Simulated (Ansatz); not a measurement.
A made-up structure of CH$_{3}$OSi, doublet:

O1  (1.035, -1.739, 1.143)
C2  (0.712, -1.161, 0.179)
Si3  (-0.269, 0.447, -0.205)
H4  (-1.377, -0.033, -1.063)
H5  (0.693, 1.248, -0.998)
H6  (1.453, -0.908, -0.536)
(Å)

It is relaxed with PBE-D4/def2-SVP and then PBE0-D4/def2-TZVP (Ansatz 0.2.0). Atoms count as bonded within 1.22 times the sum of their covalent radii (H–H: 0.88 Å). The end point is not checked to be a true minimum.

Problem. Does its bonding change? (Judge from chemistry; the calculation decides.)

Solution. Computed: No: no bond forms or breaks.

Where it ends: The first stage lowers the energy by 1.03 eV in 11 steps. It ends as CH₃OSi ([O][CH][SiH2]):
```xyz
6
angstrom
O 0.5197 -2.0205 0.6606
C 0.9594 -1.0112 0.1632
Si -0.1417 0.4465 -0.3393
H -1.5669 0.0791 -0.5193
H 0.4200 1.2527 -1.4548
H 2.0567 -0.8934 0.0101
```

Labels in which every atom is bracketed show which atoms are joined, not bond orders.

For scale, one of the runs: PBE0-D4/def2-TZVP relaxation, 117 basis functions, launched by `ansatz run in.yaml --threads 2 --pin off --events-out ev --progress --plain --max-ram 4352MiB`. The run took about 12 s on 2 CPU threads of an Intel Xeon 6975P-C (shared host).
